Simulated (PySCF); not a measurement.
**GeH2⁺, doublet: the ladder up to RCCSDT**

Geometry: a point of a stretch scan, not a stationary point.

```xyz
3

Ge    0.0000   -0.0295    0.0156
H     0.0000    1.3892   -2.4873
H     0.0000    0.7356    1.3654
```

Basis aug-cc-pVDZ; PySCF 2.14.0. Correlated methods freeze the noble-gas cores and the filled d shells of p-block atoms, which leaves 5 electrons in 40 orbitals. Prefix R: restricted or restricted open-shell reference. No spin–orbit coupling is included, and no scalar relativity.

Full CI isn't at hand for all of this; RCCSDT serves as the reference. It lacks quadruple excitations.

The UHF ⟨S²⟩ is 0.831. The T1 diagnostic (ROHF- or RHF-based CCSD) is 0.0228 and the largest doubles amplitude (ROHF- or RHF-based CCSD) is 0.069.

Q: From what is known of these methods and the diagnostics, rank them by the size of their error in total energy against RCCSDT in aug-cc-pVDZ, smallest first (an estimate: the text doesn't fix the numbers).
A. RCCSD
B. RMP2
C. RCCSD(T)
D. RHF

A: C (0.39 mEh), A (1.50 mEh), B (23.58 mEh), D (80.30 mEh).

All errors are against RCCSDT in aug-cc-pVDZ. Within each family the higher level lies nearer, as is usual though not guaranteed.
